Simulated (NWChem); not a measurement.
Basis-set convergence for fluorine (F2)

SMILES: FF
```xyz
2

F      0.0000     0.0000     0.6882
F      0.0000     0.0000    -0.6882
```
Charge 0, spin multiplicity 1.

The numbers come from NWChem runs, not from measurements. Structure: optimised with PBE0/def2-SVP, a minimum by its harmonic frequencies.

Quantity: first vertical ionisation energy at the level G0W0@PBE0.

```json
[
 {"basis": "def2-SVP", "functions": "28", "first vertical ionisation energy (eV)": "14.88"},
 {"basis": "def2-SVPD", "functions": "46", "first vertical ionisation energy (eV)": "14.89"},
 {"basis": "def2-TZVP", "functions": "62", "first vertical ionisation energy (eV)": "(withheld)"},
 {"basis": "def2-QZVP", "functions": "114", "first vertical ionisation energy (eV)": "(withheld)"}
]
```

**Question.** Fill in the missing entries.

**Answer.** 
- def2-TZVP, first vertical ionisation energy (eV): 15.21
- def2-QZVP, first vertical ionisation energy (eV): 15.41
